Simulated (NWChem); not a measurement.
Everything below was run with NWChem. System: B (+1), charge 1, spin multiplicity 1. Level: CCSD(T)/def2-TZVP, 1 core orbitals frozen.

NWChem printed:

```
             Northwest Computational Chemistry Package (NWChem) 7.3.0
             --------------------------------------------------------

                                NWChem Input Module
                                -------------------

 Scaling coordinates for geometry "geometry" by  1.889725989
 (inverse scale =  0.529177249)

                             Geometry "geometry" -> ""
                             -------------------------

 Output coordinates in angstroms (scale by  1.889725989 to convert to a.u.)

  No.       Tag          Charge          X              Y              Z
 ---- ---------------- ---------- -------------- -------------- --------------
    1 B                    5.0000     0.00000000     0.00000000     0.00000000

 Effective nuclear repulsion energy (a.u.)       0.0000000000

            Nuclear Dipole moment (a.u.)
            ----------------------------
        X                 Y               Z
 ---------------- ---------------- ----------------
     0.0000000000     0.0000000000     0.0000000000

      Symmetry information
      --------------------

 Group name             D2h
 Group number             26
 Group order               8
 No. of unique centers     1

      Symmetry unique atoms

     1


 Summary of "ao basis" -> "" (spherical)
 ------------------------------------------------------------------------------
       Tag                 Description            Shells   Functions and Types
 ---------------- ------------------------------  ------  ---------------------
 *                         def2-tzvp                  on all atoms

 Summary of "ao basis" -> "ao basis" (spherical)
 ------------------------------------------------------------------------------
       Tag                 Description            Shells   Functions and Types
 ---------------- ------------------------------  ------  ---------------------
 B                         def2-tzvp                11       31   5s3p2d1f

                                 NWChem SCF Module
                                 -----------------

  ao basis        = "ao basis"
  functions       =    31
  atoms           =     1
  closed shells   =     2
  open shells     =     0
  charge          =   1.00
  wavefunction    = RHF
  use symmetry    = T
  symmetry adapt  = T

 Summary of "ao basis" -> "ao basis" (spherical)
 ------------------------------------------------------------------------------
       Tag                 Description            Shells   Functions and Types
 ---------------- ------------------------------  ------  ---------------------
 B                         def2-tzvp                11       31   5s3p2d1f

      Symmetry analysis of basis
      --------------------------

        ag          9
        au          1
        b1g         2
        b1u         5
        b2g         2
        b2u         5
        b3g         2
        b3u         5

 Forming initial guess at       0.1s

      Superposition of Atomic Density Guess
      -------------------------------------

 Sum of atomic energies:         -24.53471284

 Renormalizing density from       5.00 to      4

      Non-variational initial energy
      ------------------------------

 Total energy =     -20.770133
 1-e energy   =     -25.902727
 2-e energy   =       5.132594
 HOMO         =      -0.934887
 LUMO         =      -0.449380

      Symmetry analysis of molecular orbitals - initial
      -------------------------------------------------

 !! scf_movecs_sym_adapt:   26 vectors were symmetry contaminated

  Symmetry fudging

 !! scf_movecs_sym_adapt:   26 vectors were symmetry contaminated

  Numbering of irreducible representations:

     1 ag          2 au          3 b1g         4 b1u         5 b2g
     6 b2u         7 b3g         8 b3u

  Orbital symmetries:

     1 ag          2 ag          3 b1u         4 b2u         5 b3u
     6 ag          7 b2u         8 b3u         9 b1u        10 ag
    11 b3g        12 b2g

 Starting SCF solution at       0.1s

 ----------------------------------------------
         Quadratically convergent ROHF

 Convergence threshold     :          1.000E-07
 Maximum no. of iterations :          100
 Final Fock-matrix accuracy:          1.000E-09
[...]
    2   -0.8737
    3   -0.2759
    4   -0.2759
    5   -0.2759
    6   -0.0671
    7    0.0095
    8    0.0095
    9    0.0095
   10    0.2534
   11    0.2534
   12    0.2534

                       ROHF Final Molecular Orbital Analysis
                       -------------------------------------

 Vector    2  Occ=2.000000D+00  E=-8.736851D-01  Symmetry=ag
              MO Center= -1.1D-18, -9.0D-19, -9.7D-20, r^2= 1.1D+00
   Bfn.  Coefficient  Atom+Function         Bfn.  Coefficient  Atom+Function
  ----- ------------  ---------------      ----- ------------  ---------------
     3      0.562055  1 B  s                  4      0.515484  1 B  s
     2     -0.254818  1 B  s

 Vector    3  Occ=0.000000D+00  E=-2.759266D-01  Symmetry=b3u
              MO Center=  8.2D-17,  1.8D-34, -1.2D-33, r^2= 1.9D+00
   Bfn.  Coefficient  Atom+Function         Bfn.  Coefficient  Atom+Function
  ----- ------------  ---------------      ----- ------------  ---------------
     9      0.463124  1 B  px                 6      0.417946  1 B  px
    12      0.305052  1 B  px

 Vector    4  Occ=0.000000D+00  E=-2.759266D-01  Symmetry=b2u
              MO Center=  2.6D-33,  6.8D-17, -2.0D-33, r^2= 1.9D+00
   Bfn.  Coefficient  Atom+Function         Bfn.  Coefficient  Atom+Function
  ----- ------------  ---------------      ----- ------------  ---------------
    10      0.463124  1 B  py                 7      0.417946  1 B  py
    13      0.305052  1 B  py

 Vector    5  Occ=0.000000D+00  E=-2.759266D-01  Symmetry=b1u
              MO Center=  3.8D-36,  1.6D-36, -1.6D-20, r^2= 1.9D+00
   Bfn.  Coefficient  Atom+Function         Bfn.  Coefficient  Atom+Function
  ----- ------------  ---------------      ----- ------------  ---------------
    11      0.463124  1 B  pz                 8      0.417946  1 B  pz
    14      0.305052  1 B  pz

 center of mass
 --------------
 x =   0.00000000 y =   0.00000000 z =   0.00000000

 moments of inertia (a.u.)
 ------------------
           0.000000000000           0.000000000000           0.000000000000
           0.000000000000           0.000000000000           0.000000000000
           0.000000000000           0.000000000000           0.000000000000

  Mulliken analysis of the total density
  --------------------------------------

    Atom       Charge   Shell Charges
 -----------   ------   -------------------------------------------------------
    1 B    5     4.00   0.93  1.04  0.99  0.97  0.06  0.00  0.00  0.00 -0.00  0.00 -0.00

       Multipole analysis of the density wrt the origin
       ------------------------------------------------

     L   x y z        total         open         nuclear
     -   - - -        -----         ----         -------
     0   0 0 0      1.000000      0.000000      5.000000

     1   1 0 0      0.000000      0.000000      0.000000
     1   0 1 0      0.000000      0.000000      0.000000
     1   0 0 1      0.000000      0.000000      0.000000

     2   2 0 0     -2.646792      0.000000      0.000000
     2   1 1 0     -0.000000      0.000000      0.000000
     2   1 0 1      0.000000      0.000000      0.000000
     2   0 2 0     -2.646792      0.000000      0.000000
     2   0 1 1      0.000000      0.000000      0.000000
     2   0 0 2     -2.646792      0.000000      0.000000

                   NWChem Extensible Many-Electron Theory Module
                   ---------------------------------------------


            General Information
            -------------------
      Number of processors :     1
         Wavefunction type : Restricted Hartree-Fock
          No. of electrons :     4
           Alpha electrons :     2
            Beta electrons :     2
           No. of orbitals :    62
            Alpha orbitals :    31
             Beta orbitals :    31
        Alpha frozen cores :     1
         Beta frozen cores :     1
     Alpha frozen virtuals :     0
      Beta frozen virtuals :     0
         Spin multiplicity : singlet
    Number of AO functions :    31
       Number of AO shells :    11
        Use of symmetry is : on
      Symmetry adaption is : on
         Schwarz screening : 0.10D-09

          Correlation Information
          -----------------------
          Calculation type : Coupled-cluster singles & doubles w/ perturbation
   Perturbative correction : (T)
            Max iterations :      100
        Residual threshold : 0.10D-05
     T(0) DIIS level shift : 0.00D+00
     L(0) DIIS level shift : 0.00D+00
     T(1) DIIS level shift : 0.00D+00
     L(1) DIIS level shift : 0.00D+00
     T(R) DIIS level shift : 0.00D+00
     T(I) DIIS level shift : 0.00D+00
   CC-T/L Amplitude update :  5-th order DIIS
                I/O scheme : Global Array Library
        L-threshold :  0.10D-05
        EOM-threshold :  0.10D-05
 no EOMCCSD initial starts read in
 TCE RESTART OPTIONS
 SLICE:      F
 D4D5:       F
 quantumc:   F
 qrotation:  F
 pwtce:      F
 qducc:      F
 nacto:                         0
 nrotv:                         0
 nrot:                          0

            Memory Information
            ------------------
          Available GA space size is     249035839 doubles
          Available MA space size is     104855468 doubles

 Maximum block size supplied by input
 Maximum block size        24 doubles

 tile_dim =      7

 -------------------------------------------------

 Global array virtual files algorithm will be used

 Parallel file system coherency ......... OK

 4-electron integrals stored in orbital form

 v2    file size   =            26593
 4-index algorithm nr.  13 is used
 imaxsize =       30
 imaxsize ichop =        0


CCSD iterations
 ---------------------------------------------------------
 Iter          Residuum       Correlation     Cpu    Wall
 ---------------------------------------------------------
    1   0.0936831762637  -0.0354380124433     0.0     0.0
    2   0.0524570211564  -0.0471838400514     0.0     0.0
    3   0.0289237122389  -0.0528885378605     0.0     0.0
    4   0.0158110831425  -0.0559164569111     0.0     0.0
    5   0.0085986930298  -0.0575461443874     0.0     0.0
    6   0.0000591361339  -0.0594581606735     0.0     0.0
    7   0.0000183898341  -0.0594589791785     0.0     0.0
    8   0.0000076433322  -0.0594591373084     0.0     0.0
    9   0.0000032661305  -0.0594592083490     0.0     0.0
   10   0.0000014143562  -0.0594592496713     0.0     0.0
   11   0.0000000799089  -0.0594592986834     0.0     0.0
 -----------------------------------------------------------------
 Iterations converged
 CCSD correlation energy / hartree =        -0.059459298683418
 CCSD total energy / hartree       =       -24.296291506535450

 Singles contributions

 Doubles contributions
     5b1u (alpha)     5b1u (beta ) ---     2ag  (alpha)     2ag  (beta )       -0.1505358535
     4b2u (alpha)     4b2u (beta ) ---     2ag  (alpha)     2ag  (beta )       -0.1505358535
     3b3u (alpha)     3b3u (beta ) ---     2ag  (alpha)     2ag  (beta )       -0.1505358535
 CCSD(T)
 Using plain CCSD(T) code
             total no. of tasks           51
 total no. of tasks / no. procs           51
                         wl_min            7           1.4
                         wl_max          343           2.6
        thresh for no. of tasks           51

 CCSD[T]  correction energy / hartree =        -0.000000000000000
 CCSD[T] correlation energy / hartree =        -0.059459298683418
 CCSD[T] total energy / hartree       =       -24.296291506535450
 CCSD(T)  correction energy / hartree =        -0.000000000000000
 CCSD(T) correlation energy / hartree =        -0.059459298683418
 CCSD(T) total energy / hartree       =       -24.296291506535450

 Task  times  cpu:        0.8s     wall:        0.8s

 Total times  cpu:        0.8s     wall:        0.8s
```

Problem. Write an NWChem input that would produce this output.

Solution. One answer among several that fit: 
```
start mol
memory heap 100 mb stack 700 mb global 1900 mb
charge 1
geometry units angstroms nocenter noautoz
  B      0.000000     0.000000     0.000000
  symmetry group D2h
end
basis spherical
  * library def2-tzvp
end
scf
  rhf
  nopen 0
  maxiter 100
  thresh 1e-7
  semidirect memsize 60000000 filesize 0
end
tce
  freeze core 1
  ccsd(t)
  2eorb
  2emet 13
  thresh 1e-6
  maxiter 100
  tilesize 24
end
task tce energy
```
